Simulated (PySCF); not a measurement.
Ionisation energy of Ne by level of theory

Ne [Ne] (1S) → Ne⁺ [He] 2s2 2p5 (2P), as a difference of total energies. Calculation: PySCF 2.14, in cc-pVDZ (3s2p1d, 14 functions); no relativity, point nucleus. Correlated levels: valence: 1s2 frozen. The calculations carry no spin-orbit coupling.

```csv
method,ionisation energy (eV)
UHF,19.668
BP86,21.360
PBE0,21.159
CCSD (valence),20.889
CCSD(T) (valence),20.890
```

Q: Estimate what SCS-MP2 (valence) gives.

A: 20.950 eV, closest to CCSD(T) (valence) among the rows shown.

Q: Estimate what MP2 (valence) gives.

A: 21.074 eV, closest to PBE0 among the rows shown.

Errors of the correlated levels include the incompleteness of this basis and the frozen core.

For comparison: 21.597 eV (measured; NIST levels, between the centres of gravity of the two terms).
